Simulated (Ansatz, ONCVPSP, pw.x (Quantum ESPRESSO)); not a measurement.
# Equation-of-state test of one ONCV potential (Mo)

* Element: Mo (Z = 42)
* Generator: ONCVPSP 4.0.1.1 (patched build)
* Type: optimised norm-conserving Vanderbilt (ONCV)
* Functional: LDA (Perdew-Wang 92)
* Relativity: scalar-relativistic
* Frozen core: [Ar] 3d10
* Valence charge: 14
* Reference configuration: 4s2 4p6 4d5 5s1
* Partial waves: 4s+5s: rc 2.10 bohr, ncon 4, nbas 7, qcut 4.6 1/bohr, 2 projectors; 4p: rc 1.15 bohr, ncon 4, nbas 8, qcut 8.7 1/bohr, 2 projectors, debl 3.9 Ha; 4d: rc 2.35 bohr, ncon 4, nbas 9, qcut 5.2 1/bohr, 1 projector; f scattering state at 0.14 Ha: rc 1.90 bohr, ncon 4, nbas 8, qcut 5.2 1/bohr, 2 projectors, debl 3 Ha
* Local potential: polynomial inside 0.90 bohr (lpopt 3, dvloc0 6 Ha)
* Core correction: polynomial model core, fcfact 0.65

Atomic tests: cutoffs needed: 32 Ha and 40 Ha (the cutoffs (Ha) at which the residual kinetic energy of the hardest occupied pseudo-wave falls to 1 and 0.1 mHa per electron) The cutoffs count occupied waves only; projector 2 of the f channel, the hardest unoccupied one, needs 83 Ha at the loose tolerance.; ghost test: no bound ghost flagged; GHOST(+) flagged for s at 95.0 eV, d at 366.5 eV; largest excitation error: +36 meV (all-electron minus pseudo) for 4s2 4p6 4d3 5s0, out of 4 test configurations.

Crystal test: bcc Mo in pw.x 7.5, no spin, 15³ k-points, Fermi–Dirac smearing 0.01 Ry, cutoffs 95/380 Ry. The lattice is a test structure that the element need not adopt, and mesh and smearing are coarse.

pw.x input:

```
&control
  calculation='scf', prefix='x', pseudo_dir='./', outdir='./tmp', tstress=.true., disk_io='none'
/
&system
  ibrav=0, nat=1, ntyp=1, ecutwfc=95, ecutrho=380, nbnd=15,
  occupations='smearing', smearing='fd', degauss=0.01
/
&electrons
  conv_thr=1e-09, mixing_beta=0.4, electron_maxstep=70
/
ATOMIC_SPECIES
Mo 1.0 Mo.UPF
CELL_PARAMETERS angstrom
  -1.55592598 1.55592598 1.55592598
  1.55592598 -1.55592598 1.55592598
  1.55592598 1.55592598 -1.55592598
ATOMIC_POSITIONS crystal
Mo 0.0000 0.0000 0.0000
K_POINTS automatic
15 15 15 0 0 0
```

```bash
pw.x < Mo.scf.in > Mo.scf.out
```

Problem. How does the run end?

Solution. It converges; the pressure is 1.89 GPa against 0.24 GPa from all-electron LAPW.  The log shows:

```
     number of k points=   120  Fermi-Dirac smearing, width (Ry)=  0.0100
     iteration #  1     ecut=    95.00 Ry     beta= 0.40
     total energy              =    -166.57112461 Ry
     estimated scf accuracy    <       0.10282497 Ry
     iteration #  2     ecut=    95.00 Ry     beta= 0.40
     total energy              =    -166.57350198 Ry
     estimated scf accuracy    <       0.01273163 Ry
     iteration #  3     ecut=    95.00 Ry     beta= 0.40
     total energy              =    -166.57490389 Ry
     estimated scf accuracy    <       0.00068349 Ry
     iteration #  4     ecut=    95.00 Ry     beta= 0.40
     total energy              =    -166.57495653 Ry
     estimated scf accuracy    <       0.00001030 Ry
     iteration #  5     ecut=    95.00 Ry     beta= 0.40
     total energy              =    -166.57495878 Ry
     estimated scf accuracy    <       0.00000101 Ry
     iteration #  6     ecut=    95.00 Ry     beta= 0.40
     total energy              =    -166.57495892 Ry
     estimated scf accuracy    <       0.00000003 Ry
     iteration #  7     ecut=    95.00 Ry     beta= 0.40
     total energy              =    -166.57495893 Ry
     estimated scf accuracy    <          1.9E-09 Ry
     iteration #  8     ecut=    95.00 Ry     beta= 0.40
     total energy              =    -166.57495893 Ry
     estimated scf accuracy    <          1.3E-09 Ry
     iteration #  9     ecut=    95.00 Ry     beta= 0.40
     the Fermi energy is    22.0715 ev
!    total energy              =    -166.57495893 Ry
     estimated scf accuracy    <          2.9E-12 Ry
     smearing contrib. (-TS)   =      -0.00301719 Ry
     The total energy is F=E-TS. E is the sum of the following terms:
     one-electron contribution =     -14.31455713 Ry
     hartree contribution      =      17.09163699 Ry
     xc contribution           =     -48.05254330 Ry
     ewald contribution        =    -121.29647829 Ry
     convergence has been achieved in   9 iterations
          total   stress  (Ry/bohr**3)                   (kbar)     P=       18.92
     Message from routine punch:
     Nothing written, as per user request (disk_io='none')
```
